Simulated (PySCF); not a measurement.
# Electronic absorption of CH3CH2CH2CHF2

Species: CH3CH2CH2CHF2, C4H8F2.
Structure used (GFN2-xTB), in Å, numbered top down from 1:
```xyz
14
C4H8F2 angstrom
C      1.858    0.399   -0.344
C      0.449    0.645    0.177
C     -0.391   -0.630    0.127
C     -1.797   -0.392    0.647
F     -2.465    0.491   -0.137
F     -2.523   -1.539    0.618
H      2.441    1.315   -0.309
H      2.363   -0.353    0.259
H      1.829    0.050   -1.374
H     -0.036    1.415   -0.425
H      0.498    1.006    1.207
H      0.064   -1.414    0.735
H     -0.465   -0.989   -0.901
H     -1.827   -0.006    1.678
```

The calculation used TDDFT wB97X-D/def2-SVPD, vertical, gas phase, core orbitals frozen in the response (PySCF).

```json
{"state": "S1", "E (eV)": "9.51", "E (kJ/mol)": "918", "λ (nm)": "130.3", "f": "0.019", "main configurations (H = HOMO, L = LUMO)": "H→L (66%), H→L+1 (23%)"}
{"state": "S2", "E (eV)": "9.57", "E (kJ/mol)": "924", "λ (nm)": "129.5", "f": "0.0066", "main configurations (H = HOMO, L = LUMO)": "H-1→L (88%)"}
{"state": "S3", "E (eV)": "9.82", "E (kJ/mol)": "947", "λ (nm)": "126.3", "f": "0.027", "main configurations (H = HOMO, L = LUMO)": "H-2→L (51%), H→L+1 (30%)"}
{"state": "S4", "E (eV)": "9.98", "E (kJ/mol)": "963", "λ (nm)": "124.2", "f": "0.024", "main configurations (H = HOMO, L = LUMO)": "H-2→L (35%), H→L+1 (21%), H→L (13%)"}
{"state": "S5", "E (eV)": "10.22", "E (kJ/mol)": "986", "λ (nm)": "121.3", "f": "0.030", "main configurations (H = HOMO, L = LUMO)": "H→L+2 (61%), H→L+5 (16%)"}
{"state": "S6", "E (eV)": "10.38", "E (kJ/mol)": "1002", "λ (nm)": "119.4", "f": "0.093", "main configurations (H = HOMO, L = LUMO)": "H-1→L+1 (73%)"}
{"state": "S7", "E (eV)": "10.50", "E (kJ/mol)": "1014", "λ (nm)": "118.0", "f": "0.048", "main configurations (H = HOMO, L = LUMO)": "H→L+3 (32%), H→L+2 (19%), H→L+5 (16%)"}
{"state": "S8", "E (eV)": "10.55", "E (kJ/mol)": "1018", "λ (nm)": "117.6", "f": "0.050", "main configurations (H = HOMO, L = LUMO)": "H-1→L+2 (66%)"}
```

Triplets (Tamm–Dancoff): T1 9.32 eV, H→L (56%), H→L+1 (31%); T2 9.42 eV, H-1→L (86%); T3 9.60 eV, H-2→L (55%), H→L+1 (17%), H→L (12%).

The lowest singlet comes at 130 nm (918 kJ/mol) in the vacuum ultraviolet; it is weak; its leading configuration is HOMO→LUMO (66%). The strongest level in the table is S6 at 10.38 eV (119 nm, f = 0.093). Löwdin shares by element: HOMO carbon 36% or more, fluorine 33% (atoms not listed hold the other 31%); LUMO carbon 46% or more, hydrogen 8% or more (atoms not listed hold the other 47%). Weighted by f, the mean energy of these states is 10.25 eV. Orbital energies (eV): HOMO-3 -12.59, HOMO-2 -11.89, HOMO-1 -11.69, HOMO -11.31, LUMO 2.36, LUMO+1 2.81, LUMO+2 3.10. The oscillator strengths of these states sum to 0.298; summed over the whole spectrum of an exact calculation they would give the number of electrons, 50 (Thomas–Reiche–Kuhn). The window holds the lowest 8 singlets.

On Arm Neoverse N1, one thread (shared host), this took 47 s wall.

One conformer stands for the species.
